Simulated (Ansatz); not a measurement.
α-phase Ga, relaxed in Ansatz (plane waves) with several semilocal functionals. Each gives its own volume and its own elastic constant C11:

```csv
level,V0 (Å³/atom),elastic constant C11 (GPa),ln V0,ln C11
PBE,20.295,75.45,3.0104,4.3235
revPBE,20.878,68.62,3.0387,4.2286
BLYP,22.614,43.77,3.1186,3.7789
```

Q: Fit a straight line to ln C11 against ln V0. What does it predict for RPBE, whose volume is 21.113 Å³/atom?

A: With x = ln V0 and y = ln C11: means 3.05590 and 4.11033; Σ(Δx Δy) = -0.03251, Σ(Δx²) = 0.006297, so the slope is -5.16. At x = 3.0499 the line gives y = 4.11033 + (-5.16) × (3.0499 − 3.05590) = 4.1413, or 62.88 GPa. The run with RPBE gives 65.94 GPa, +4.9 % from the line. The rows used scatter about it by up to 3.0 %, while the largest value lies 72 % above the smallest.

Ansatz's density-functional and Hartree–Fock values are scalar-relativistic unless marked +SOC, with PAW data made under PBE.

Ansatz is an electronic-structure program.
